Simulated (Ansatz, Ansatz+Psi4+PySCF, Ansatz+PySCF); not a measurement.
```xyz
7

C     0.1107    0.5111   -0.0922
C    -1.1951   -0.1793    0.0054
H     0.2890    1.5207    0.2463
H    -1.3543   -0.5795    1.0230
H    -2.0030    0.5206   -0.1905
H    -1.2501   -1.0079   -0.6992
F     1.2078   -0.2889    0.0184
```

Basis set: cc-pVTZ (spherical functions). Frozen core: 3 orbitals. Correlation on ROHF uses semicanonical orbitals with singles. Charge 0, multiplicity 2.

Computed with Ansatz (development build ahead of 0.2.0); each method stands on the lowest determinant of its kind that the runs found.

The atomization energy at this shape (free ground-state atoms in the same class of orbitals less the molecule, no zero-point energy) of doublet C₂H₄F:

| method | atomization energy |
| --- | --- |
| ROHF | 20.14 eV |
| UHF | 19.88 eV |

(1) What does ROHF-MP2 give?

## Answers

(1) 26.33 eV.
